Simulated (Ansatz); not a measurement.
MgMe(OH) (CH₄MgO), 7 atoms. Hardware: 4 threads of Arm Neoverse V2 on a shared host.

Correlated methods freeze 3 core orbitals; core or outer-core shells of Mg are correlated, in sets that lack core-valence functions.

Problem. How many basis functions does each of these Ansatz runs have, and roughly what does it cost? B3LYP-D4/6-31G, charge 0 singlet, energy; PBE0-D4/def2-TZVP, charge 0 singlet, energy, from earlier orbitals; PBE-D4/def2-TZVPD, charge -1 doublet at the geometry of the charge 0 singlet, energy, from earlier orbitals; ωB97M-V/def2-TZVP, charge 0 singlet, energy, from earlier orbitals; PBE0-D4/def2-TZVP, charge 0 singlet, frequencies; PBE0-D4/def2-TZVPD, charge -1 doublet at the geometry of the charge 0 singlet, energy; CCSD(T)/def2-TZVPP, charge 0 singlet, energy, from earlier orbitals; CCSD(T)/def2-TZVPP, charge 1 doublet at the geometry of the charge 0 singlet, energy, from earlier orbitals; RPA@PBE/def2-TZVP, charge 0 singlet, energy, from earlier orbitals; PBE0-D4/def2-TZVP, charge 0 singlet, relaxation, 7 steps; B2PLYP/def2-TZVP, charge 0 singlet, energy, from earlier orbitals; PBE-D4/def2-SVP, charge 0 singlet, energy, from earlier orbitals.

Solution. Other jobs shared the machine, so times can vary by a factor of up to 3. A dash marks memory too small to be measured apart from the calling script's.

| run | functions | fitting or Cholesky vectors | wall time | peak host memory (GiB) |
| --- | --- | --- | --- | --- |
| B3LYP-D4/6-31G, charge 0 singlet, energy | 39 | 464 | 0.3 s | – |
| PBE-D4/def2-SVP, charge 0 singlet, energy, from earlier orbitals | 66 | 712 | 0.4 s | – |
| PBE0-D4/def2-TZVP, charge 0 singlet, energy, from earlier orbitals | 118 | 795 | 0.8 s | – |
| B2PLYP/def2-TZVP, charge 0 singlet, energy, from earlier orbitals | 118 | 880 | 1.1 s | – |
| RPA@PBE/def2-TZVP, charge 0 singlet, energy, from earlier orbitals | 118 | 880 | 1.1 s | – |
| PBE-D4/def2-TZVPD, charge -1 doublet at the geometry of the charge 0 singlet, energy, from earlier orbitals | 148 | 870 | 2 s | – |
| ωB97M-V/def2-TZVP, charge 0 singlet, energy, from earlier orbitals | 118 | 795 | 2.5 s | – |
| PBE0-D4/def2-TZVPD, charge -1 doublet at the geometry of the charge 0 singlet, energy | 148 | 870 | 4.6 s | – |
| PBE0-D4/def2-TZVP, charge 0 singlet, relaxation, 7 steps | 118 | 795 | 5.5 s | – |
| CCSD(T)/def2-TZVPP, charge 0 singlet, energy, from earlier orbitals | 150 | 969 | 14 s | 1.1 |
| PBE0-D4/def2-TZVP, charge 0 singlet, frequencies | 118 | 795 | 24 s | – |
| CCSD(T)/def2-TZVPP, charge 1 doublet at the geometry of the charge 0 singlet, energy, from earlier orbitals | 150 | 969 | 59 s | 2.7 |
